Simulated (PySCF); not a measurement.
# How the method moves the bond dissociation enthalpies of methanol

Structure: `CO` (CH4O). Numbering: `[CH3:1][OH:2]`

All levels share the PBE0-D3(BJ)/def2-SVP structures and the PBE0-D3(BJ)/def2-SVP thermal terms; only the single-point energies (PySCF) change. Values are bond dissociation enthalpies (298 K, kJ/mol).

```tsv
level	C1–O2	C1–H	O2–H	mean abs. error	time
HF/def2-TZVP	216	301	290	140.4	1.4 s
BHandHLYP/def2-TZVP	340	387	401	33.3	4.2 s
PBE0-D3(BJ)/6-31G	345	390	379	37.8	1.9 s
r2SCAN-D3(BJ)/def2-TZVP (grid 3)	356	378	403	30.2	14 s
TPSSh-D3(BJ)/def2-TZVP (grid 3)	361	391	408	22.3	12 s
TPSS-D3(BJ)/def2-TZVP (grid 3)	366	390	407	21.5	14 s
B3LYP-D3(BJ)/def2-TZVP	367	390	412	19.5	4.5 s
BLYP-D3(BJ)/def2-TZVP	370	382	404	23.9	6.3 s
HSE06/def2-TZVP	370	381	405	23.8	9.1 s
M06-L/def2-TZVP (grid 3)	372	391	396	23.2	15 s
PBE0-D3(BJ)/6-311+G**	372	385	410	20.3	3.2 s
LC-ωPBE/def2-TZVP	373	380	413	20.4	8.2 s
PBE0-D3(BJ)/6-311++G(2d,2p)	374	386	412	18.6	4.8 s
CAM-B3LYP-D3(BJ)/def2-TZVP	374	391	417	15.3	5.2 s
PBE0-D3(BJ)/pcseg-1	374	383	402	22.7	2.5 s
PBE0-D3(BJ)/jun-cc-pV(T+d)Z	375	384	413	18.6	6.9 s
PBE0-D3(BJ)/def2-TZVPD	375	384	410	19.6	5.9 s
PBE0-D3(BJ)/aug-cc-pVTZ	375	384	412	18.7	11 s
PBE0-D3(BJ)/aug-cc-pVDZ	375	382	409	20.5	3.8 s
PBE0-D3(BJ)/def2-TZVP	375	383	408	20.5	–
PBE0-D3(BJ)/def2-QZVPPD	375	384	413	18.4	22 s
PBE0-D3(BJ)/ma-def2-TZVP	376	383	409	20.0	4.8 s
PBE0-D3(BJ)/def2-TZVPP	376	384	412	18.8	6 s
PBE0-D3(BJ)/pcseg-2	376	384	413	18.5	5.7 s
PBE0-D3(BJ)/def2-QZVP	376	384	413	18.5	18 s
PBE0-D3(BJ)/6-31+G*	377	389	397	21.8	2.5 s
PBE0-D3(BJ)/cc-pVTZ	377	384	410	18.8	5.5 s
PBE0-D3(BJ)/cc-pVDZ	380	380	399	22.9	2.5 s
ωB97X-D3(BJ)/def2-TZVP	380	394	416	12.6	4.8 s
ωB97M-D3(BJ)/def2-TZVP (grid 3)	381	396	422	9.6	11 s
PBE0-D3(BJ)/aug-pcseg-1	381	386	408	17.4	3.7 s
PBE0-D3(BJ)/ma-def2-SVP	382	384	410	17.3	2.8 s
B97-2/def2-TZVP	383	388	410	15.9	4 s
OPBE/def2-TZVP	383	383	412	16.7	6.6 s
PBE0-D3(BJ)/6-31G*	385	390	393	20.1	2.1 s
M06/def2-TZVP (grid 3)	386	396	418	10.0	11 s
PBE0-D3(BJ)/def2-SVPD	387	386	414	15.1	3.6 s
BP86-D3(BJ)/def2-TZVP	387	392	419	11.4	6.6 s
PBE0-D3(BJ)/def2-SVP	389	381	405	20.5	2.4 s
PBE0-D3(BJ)/def2-SV(P)	390	376	379	30.8	2.1 s
M06-2X/def2-TZVP (grid 3)	390	397	427	8.1	12 s
PBE-D3(BJ)/def2-TZVP	394	381	408	21.2	6.6 s
LDA/def2-TZVP	488	424	466	50.0	5.4 s
ATcT 1.112	385	403	441
```

Times are wall times for all single points of a level on 1 thread of Arm Neoverse V1, a shared host; the dash marks the run that also made the structures. BLYP, BP86, HSE06, LC-ωPBE, LDA, M06-L, OPBE, PBE, TPSS, r2SCAN ran on a slower path of this set-up, which computes the density-fitting integrals anew in every SCF cycle while the other levels store them. So the times needn't show the usual order of cost, and those levels read slower than they are.

Hartree-Fock leaves out electron correlation, so its bond energies come out too low, often by 100 kJ/mol or more.

The widest spread is that of C1–O2: 272 kJ/mol, from 216 to 488.

Note: the order of C1–O2 and C1–H is undecided: the gaps lie inside the method's error (some 10 kJ/mol, one structure a species).
